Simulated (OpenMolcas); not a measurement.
CH5BN (SMILES B[N]C): the dipole moment, rung by rung

The species is CH5BN (8 atoms), meant as a doublet with charge 0. SMILES: `B[N]C`. The coordinates come from a PBE0-D4/def2-TZVP relaxation.

Quantity: the dipole moment, in D. The values are calculated.

```
             level             kind     program  value (D)  CPU time
     UHF/def2-SVPD     Hartree–Fock  OpenMolcas       2.07      14 s
  USVWN5/def2-SVPD              LDA  OpenMolcas       2.05      41 s
U-revPBE/def2-SVPD              GGA  OpenMolcas       2.06      66 s
    UPBE/def2-SVPD              GGA  OpenMolcas       2.06      66 s
U-r2SCAN/def2-SVPD         meta-GGA  OpenMolcas       2.08      94 s
  UB3LYP/def2-SVPD    global hybrid  OpenMolcas       2.05      68 s
 UM06-2X/def2-SVPD  hybrid meta-GGA  OpenMolcas       2.07      84 s
   UPBE0/def2-SVPD    global hybrid  OpenMolcas       2.08      60 s
```

The values span 2.05 to 2.08 D. Magnitudes only. CPU times are rough (shared hosts, several kinds of processor and program).
